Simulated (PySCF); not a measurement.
Multinuclear NMR of 2,3-Butanedione

Geometry:
```json
{"atom": "C1", "x (Å)": "-1.955", "y (Å)": "0.083", "z (Å)": "-0.049"}
{"atom": "C2", "x (Å)": "-0.563", "y (Å)": "0.219", "z (Å)": "0.474"}
{"atom": "O3", "x (Å)": "-0.284", "y (Å)": "0.657", "z (Å)": "1.561"}
{"atom": "C4", "x (Å)": "0.570", "y (Å)": "-0.231", "z (Å)": "-0.473"}
{"atom": "C5", "x (Å)": "1.961", "y (Å)": "-0.098", "z (Å)": "0.053"}
{"atom": "O6", "x (Å)": "0.291", "y (Å)": "-0.649", "z (Å)": "-1.568"}
{"atom": "H7", "x (Å)": "-2.077", "y (Å)": "0.717", "z (Å)": "-0.932"}
{"atom": "H8", "x (Å)": "-2.669", "y (Å)": "0.366", "z (Å)": "0.721"}
{"atom": "H9", "x (Å)": "-2.132", "y (Å)": "-0.940", "z (Å)": "-0.388"}
{"atom": "H10", "x (Å)": "2.666", "y (Å)": "-0.524", "z (Å)": "-0.658"}
{"atom": "H11", "x (Å)": "2.187", "y (Å)": "0.959", "z (Å)": "0.220"}
{"atom": "H12", "x (Å)": "2.047", "y (Å)": "-0.581", "z (Å)": "1.028"}
```

PySCF 2.14.0 with density-fitted response routines calculation with geometry: PBE0-D3(BJ)/def2-TZVP and shieldings: GIAO PBE0/pcSseg-2; single conformer, equivalent nuclei averaged, gas phase, no relativistic terms.

Q: What are the 17O shifts?

A: 
```csv
atoms,environment,σ (ppm),δ (ppm)
O3/O6,ketone oxygen,-337.7,577.1
```

Shieldings were converted by a linear fit to measured shifts: 17O (scatter 11.0 ppm rms, 12.4 ppm with the 2 outliers that the fit left out vs liquid water, solution or neat liquid). A few per cent of atoms miss by over 2 rms, more outside the fitted compound classes.

On a 400 MHz spectrometer 17O resonates near 54.2 MHz, so 1 ppm is 54.2 Hz.
